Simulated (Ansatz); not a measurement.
**NaH2+ (triplet): wave-function methods side by side at scale of all distances = 1.107, cc-pVQZ**

One table from this session's results is given with a row withheld; the runs are named, their logs left out.

Program: Ansatz 0.2.0, Gaussian basis. Level of theory: cc-pVQZ, core rule «outside noble gas», up to 5 orbitals frozen. These are calculated values, not measurements.

To be run: UHF; CCSD(T) on ROHF; CCSD(T) on UHF.

21 further runs of the same task are left out: 21 that didn't finish. Runs told in other sessions of the task aren't counted.

### The geometry

The geometry derives from a PBE0/def2-TZVP stationary point (not a proven minimum). All distances are scaled together.

3 atoms, charge 1, spin multiplicity 3.

Atoms are counted from 1 here; the program's logs count them from 0.

No contacts short enough for the rule that draws bonds.

The first run:

Contents of in.yaml:

```yaml
crystal:
  periodic: [false, false, false]
  atoms:
    - {symbol: Na, position_ang: [0.000000, 0.000000, 0.000000]}
    - {symbol: H, position_ang: [0.000000, 0.000000, -2.908532]}
    - {symbol: H, position_ang: [0.000000, 0.000000, 2.908532]}
basis:
  gaussian: {orbitals: cc-pVQZ}
total_charge: 1
magnetization: {spin_polarized: true, initial_magnetization: 2}
hamiltonian: {xc: hf}
output: {orbitals: {seedname: orbitals}}
```

On the command line:

```bash
$ ansatz run in.yaml --threads 1 --pin off --events-out ev --progress --plain --max-ram 2393MiB
```

Steps of the session up to this table: UHF; CCSD(T) on ROHF; CCSD(T) on UHF.

One of the session's tables, all rows but one given; the rest of the session is left out.

| method | from RCCSD(T) (meV) |
| --- | --- |
| ROHF | +0.21 |
| UHF | +0.21 |
| RMP2 | ? |
| UMP2 | +0.08 |
| RCCSD | 0.00 |
| UCCSD | -0.01 |
| RCCSD(T) | 0 |
| UCCSD(T) | -0.01 |

**Question.** Estimate the row for RMP2.

The run gave: from RCCSD(T) (meV): +0.09. In the column «from RCCSD(T) (meV)» it lies between UMP2 (+0.08) and ROHF (+0.21).

Limits of these values: Restricted and unrestricted rows rest on different reference determinants; a gap between their highest levels can come from leftover correlation error, from unlike frozen cores or from another state.
